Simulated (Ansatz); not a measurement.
Relaxation of H$_{6}$Si$_{3}$ (9 atoms, charge 0, multiplicity 1), to a largest force component of 0.02 eV/Å in at most 50 steps.

Computed with RKS PBE0-D4/def2-SVP in Ansatz 0.2.0.

```xyz
9
Properties=species:S:1:pos:R:3
Si -1.063 1.084 -1.541
Si -0.114 0.808 0.440
Si 0.816 -1.199 1.055
H -2.154 0.202 -1.979
H -1.429 2.349 -2.197
H 0.944 1.849 0.542
H 2.108 -1.571 0.463
H -0.119 -2.273 0.708
H 1.011 -1.247 2.509
```

Where does it end, and by what steps?

The run converged. After 7 steps the energy has fallen by 0.233 eV; Si2 moved furthest, 0.44 Å.

| step | energy less start (eV) | largest force component (eV/Å) | accepted |
| --- | --- | --- | --- |
| 0 | 0.0000 | 0.709 | yes |
| 1 | -0.1659 | 0.529 | yes |
| 2 | -0.1960 | 0.149 | yes |
| 3 | -0.2196 | 0.273 | yes |
| 4 | -0.2295 | 0.147 | yes |
| 5 | -0.2318 | 0.029 | yes |
| 6 | -0.2324 | 0.028 | yes |
| 7 | -0.2329 | 0.015 | yes |

```xyz
9
Properties=species:S:1:pos:R:3
Si -1.165 1.058 -1.414
Si 0.239 0.894 0.197
Si 0.781 -1.214 0.997
H -2.012 -0.104 -1.798
H -1.574 2.346 -2.036
H 1.085 2.070 0.547
H 2.158 -1.632 0.587
H -0.218 -2.170 0.430
H 0.706 -1.248 2.491
```

Whether the end is a true minimum wasn't checked by a vibrational analysis.

The run took 13 s on 2 threads of Arm Neoverse V1, with other jobs on the host, peak memory 0.16 GiB.
